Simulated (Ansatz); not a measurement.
## Two structures, one formula

Two relaxed structures of BSiH4O, doublet (PBE0-D4/def2-TZVP; forces vanish, vibrations not checked).

A:

```json
{"atom": "O1", "x (Å)": "-1.6033", "y (Å)": "-0.0901", "z (Å)": "-0.4970"}
{"atom": "B2", "x (Å)": "-0.2811", "y (Å)": "-0.3987", "z (Å)": "-0.4752"}
{"atom": "Si3", "x (Å)": "0.9235", "y (Å)": "0.5290", "z (Å)": "0.7702"}
{"atom": "H4", "x (Å)": "-2.0999", "y (Å)": "-0.6014", "z (Å)": "-1.1410"}
{"atom": "H5", "x (Å)": "0.1679", "y (Å)": "-1.2374", "z (Å)": "-1.2119"}
{"atom": "H6", "x (Å)": "0.5220", "y (Å)": "1.5809", "z (Å)": "1.7346"}
{"atom": "H7", "x (Å)": "2.3709", "y (Å)": "0.2176", "z (Å)": "0.8204"}
```

B:

```
7
angstrom
O 0.8262 0.2335 0.7485
B -0.0019 -0.5169 -0.3738
Si -1.7938 0.2349 -0.3559
H -2.4246 -0.6921 -1.3749
H 0.7800 -1.2515 -0.9028
H 0.2860 0.9864 1.0617
H 1.7297 0.5051 0.5384
```

Ansatz 0.2.0; basis: def2-TZVPP; cores frozen in the correlated methods; orbitals are unrestricted. B3LYP uses VWN-RPA correlation.

Problem. Which structure is lower at CCSD(T), and by how much? (An estimate is asked for; the value comes from the calculation.)

Solution. The calculation gives: A, by 62.46 kcal/mol (electronic energy, against the other). By their contacts, A is BSiH₄O ([OH][BH][SiH2]) and B is BSiH₄O ([OH2][BH][SiH]).

All methods give the same order:

| method | E(B) − E(A) (kcal/mol) |
| --- | --- |
| PBE-D4 | 60.34 |
| r2SCAN-D4 | 63.55 |
| PBE0-D4 | 62.02 |
| B3LYP-D4 | 63.62 |
| wB97M-V | 61.65 |
| HF | 69.05 |
| MP2 | 64.77 |
| CCSD | 63.40 |
| CCSD(T) | 62.46 |

T1 diagnostic: at most 0.018. ⟨S²⟩ of the unrestricted Hartree–Fock references: 0.77 (a pure state has 0.75).

Labels in which every atom is bracketed show which atoms are joined, not bond orders.

For scale, one of the runs: CCSD(T)/def2-TZVPP, 160 basis functions, launched by `ansatz run in.yaml --threads 2 --pin off --events-out ev --progress --plain --max-ram 4352MiB`. Time: 96 s of wall clock on 2 CPU threads of an Arm Neoverse V1; the host was shared. Peak host memory: 2.7 GiB.
